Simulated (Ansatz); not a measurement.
Two shapes of singlet BNH₆.

Shape 1:

```xyz
8

B     0.0000    0.0000   -0.9155
N     0.0000    0.0000    0.7196
H     0.0000   -1.1803   -1.2418
H    -1.0222    0.5901   -1.2418
H     1.0222    0.5901   -1.2418
H     0.0000    0.9514    1.0887
H    -0.8239   -0.4757    1.0887
H     0.8239   -0.4757    1.0887
```

Shape 2:

```xyz
8

B    -0.0009   -0.0469   -0.8981
N     0.0271   -0.0101    0.7603
H     0.0480   -1.1730   -1.2297
H    -1.0455    0.5784   -1.2845
H     0.9829    0.5596   -1.2364
H     0.0302    0.9600    1.1276
H    -0.8685   -0.4962    1.0983
H     0.7807   -0.4709    1.0640
```

Basis set: 6-31G* (spherical functions). Correlated methods keep 2 orbitals frozen. Charge 0, multiplicity 1.

Computed with Ansatz (development build ahead of 0.2.0); each method stands on the lowest determinant of its kind that the runs found.

Question: Which shape is lower in energy, and by how much in each method?

Answer:

```csv
method,E(2) − E(1) (eV)
RHF,0.335
RHF-MP2,0.349
```

Shape 1 is lower.
